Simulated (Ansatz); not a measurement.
in.yaml

```yaml
crystal:
  periodic: [false, false, false]
  atoms:
    - {symbol: Al, position_ang: [0.000000, 0.000000, 2.064284]}
    - {symbol: O, position_ang: [0.000000, 0.000000, -3.553716]}
    - {symbol: H, position_ang: [0.000000, 1.386849, 2.824295]}
    - {symbol: H, position_ang: [0.000000, -1.386849, 2.824295]}
    - {symbol: H, position_ang: [0.000000, 0.000000, -4.497941]}
basis:
  gaussian: {orbitals: cc-pVDZ}
magnetization: {spin_polarized: true, initial_magnetization: 0}
correlation: {method: ccsd_t, electrons: outside_noble_gas}
```

```sh
$ ansatz run in.yaml --threads 1 --pin off --events-out ev --progress --plain --max-ram 2393MiB
```

Output:

```
441 factors; integrals over basis functions are off by at most 1.0e-3 eV
mean field evaluation 1: about -8653.8550 eV, gradient 3.4e1 eV
mean field evaluation 2: about -8653.8729 eV, gradient 3.4e1 eV
mean field evaluation 4: about -8655.8890 eV, gradient 2.5e1 eV
mean field evaluation 8: about -8642.4640 eV, gradient 4.4e1 eV
mean field evaluation 16: about -8658.5681 eV, gradient 1.4e-2 eV
mean field evaluation 32: about -8664.6039 eV, gradient 7.5e-1 eV
mean field evaluation 64: about -8664.6260 eV, gradient 2.7e-6 eV
mean field evaluation 96: about -8662.7421 eV, gradient 1.8e0 eV
mean field evaluation 128: about -8658.7261 eV, gradient 5.2e0 eV
mean field evaluation 160: about -8664.6253 eV, gradient 2.8e-6 eV
...
mean field evaluation 704: about -8658.4058 eV, gradient 8.3e-4 eV
mean field evaluation 736: about -8656.1132 eV, gradient 2.3e0 eV
mean field evaluation 768: about -8656.0769 eV, gradient 4.9e-3 eV
mean field evaluation 800: about -8655.9294 eV, gradient 2.2e-2 eV
mean field evaluation 832: about -8656.6105 eV, gradient 5.7e-3 eV
mean field evaluation 864: about -8664.6252 eV, gradient 2.6e-2 eV
mean field evaluation 896: about -8662.5694 eV, gradient 5.7e0 eV
mean field evaluation 928: about -8662.8089 eV, gradient 5.6e-1 eV
mean field evaluation 960: about -8658.5681 eV, gradient 2.5e-6 eV
mean field -8664.62601071 eV, -318.4191327990 hartree, gradient 6.1e-12 eV, S^2 1.007387; 18 other end points of the search recorded, 0 dependent functions left out
determinant -8664.62601071 eV, -318.4191327990 hartree, with singles and doubles -8671.09665157 eV, -318.6569244647 hartree
determinant -8664.62525892 eV, -318.4191051713 hartree, with singles and doubles -8671.09595488 eV, -318.6568988619 hartree
determinant -8662.82422265 eV, -318.3529183094 hartree, with singles and doubles -8669.49207516 eV, -318.5979573693 hartree
determinant -8662.82365974 eV, -318.3528976226 hartree, with singles and doubles -8669.49147380 eV, -318.5979352697 hartree
determinant -8659.24981317 eV, -318.2215611836 hartree, with singles and doubles -8668.99295036 eV, -318.5796148711 hartree
determinant -8658.56812883 eV, -318.1965097463 hartree, with singles and doubles -8667.25149777 eV, -318.5156176691 hartree
determinant -8664.62601071 eV, -318.4191327990 hartree, with singles and doubles -8671.09669117 eV, -318.6569259201 hartree
determinant -8664.62525892 eV, -318.4191051713 hartree, with singles and doubles -8671.09598384 eV, -318.6568999260 hartree
6 core orbitals not correlated: weight in the atoms' cores, before any rotation towards them, 1.000 or more for the frozen orbitals, at most 0.000 for the correlated occupied ones
reference -8664.62601071 eV, -318.4191327990 hartree; 6, 6 occupied and 35, 35 virtual orbitals, 441 factors
second order -5.54894371 eV of doubles, -0.00000000 eV of singles
cycle   1  -6.47068327 eV  change   -2.8e-6 eV  update   1.5e-6
perturbative correction -0.07441715 eV, -0.0027347800 hartree
Total energy: -8671.17111113 eV, -318.6596608032 hartree
```

Ran on 1 thread of Arm Neoverse V2, shared host: 7 s wall, 0.12 GiB peak host memory.
